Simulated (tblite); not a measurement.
Compound: C₃H₇P.
Atom-mapped SMILES: `[CH3:1]/[CH:2]=[CH:3]\[PH2:4]` (hydrogens: H5, H6, H7 on C1; H8 on C2; H9 on C3; H10, H11 on P4)

The geometry is computed with GFN2-xTB (gas phase).

(1) What internal coordinates does the optimisation give?

## Answers

(1) 
```
               bond  length (pm)
              C1–C2        148.8
              C2=C3        132.8
              C3–P4        183.0
C1–H5, C1–H6, C1–H7        108.9
              C2–H8        108.5
              C3–H9        108.4
     P4–H10, P4–H11        139.6
```

Bonds in one row agree within 1 pm and their mean is given. A selection of angles:
```
     angle  degrees
  C2–C1–H5    111.6
  C2–C1–H6    109.9
  H5–C1–H6    108.9
  H6–C1–H7    107.6
  C1–C2–C3    126.8
  C1–C2–H8    114.7
  C3–C2–H8    118.5
  C2–C3–P4    128.0
  C2–C3–H9    119.0
  P4–C3–H9    113.0
 C3–P4–H10     96.9
H10–P4–H11     91.6
```

Dihedral angles: C1–C2–C3–P4 0° (synperiplanar).

P4 (phosphine phosphorus) is pyramidal (angles 96.9°, 96.8° and 91.6°, sum 285.3°, 0.79 Å off the plane of its three neighbours). Of the pairs four or more bonds apart, P4···H5 is among the closest relative to their van der Waals radii: 2.86 Å, 95 % of the sum of Bondi's values. The 4 heavy atoms lie in one plane (0.000 Å rms). The 2 C–C bonds span 1.328 Å (C2=C3, drawn double) to 1.488 Å (C1–C2, drawn single), a spread of 0.160 Å.

Point group: Cs (every atom within 0.08 Å of its image). Its GFN2-xTB frequencies are all real (lowest 60 cm⁻¹). The numbers are those of one conformer (C2–C3–P4–H -46° and 46°). 2 starts were optimised and ended at 0.00 and 0.55 kcal/mol (GFN2-xTB); the lowest of these is shown.
